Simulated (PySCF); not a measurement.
Species: C₃H₄.
Atom-mapped SMILES: `[CH:1]#[C:2][CH3:3]` (hydrogens: H4 on C1; H5, H6, H7 on C3)

An MMFF94s structure was refined with PBE0-D3(BJ)/def2-SVP geometry optimisation, gas phase in PySCF 2.14.0. Its MMFF94s values:

```csv
coordinate,MMFF94s
C1≡C2,1.201 Å
C1–H4,1.066 Å
C2–C3,1.463 Å
C3–H5,1.094 Å
C1–C2–C3,180.0°
C2–C1–H4,180.0°
C2–C3–H5,110.8°
H5–C3–H6,108.1°
```

Question: How do these coordinates change at the PBE0-D3(BJ)/def2-SVP level?

Answer: 
```tsv
coordinate	PBE0-D3(BJ)/def2-SVP (Å or °)	change
C2–C3	1.453	-0.010
C1≡C2	1.211	+0.010
C1–H4	1.074	+0.008
C3–H5	1.101	+0.007
H5–C3–H6	107.8	-0.3
C2–C3–H5	111.1	+0.3
C2–C1–H4	180.0	0.0
C1–C2–C3	180.0	0.0
```

The energy falls by 0.011 eV over 3 energy and gradient evaluations, the largest force component goes from 0.0275 to 2.3e-04 Eh/bohr, and the atoms move by 0.007 Å rms after alignment. Among the bonds, C1≡C2 and C2–C3 change most and about equally (-0.010 to +0.010 Å). Bonds longer at the end by more than 0.005 Å: 5 of 6; shorter: 1. Rotational constants go from 159825, 8554, 8554 to 158341, 8543, 8543 MHz.

The run used 62 basis functions and 19 SCF cycles in all. Hardware: one thread of an x86-64 server, no GPU, shared host. Cost: 2.2 s of wall time.

Whether it is a minimum is left open (no frequencies).
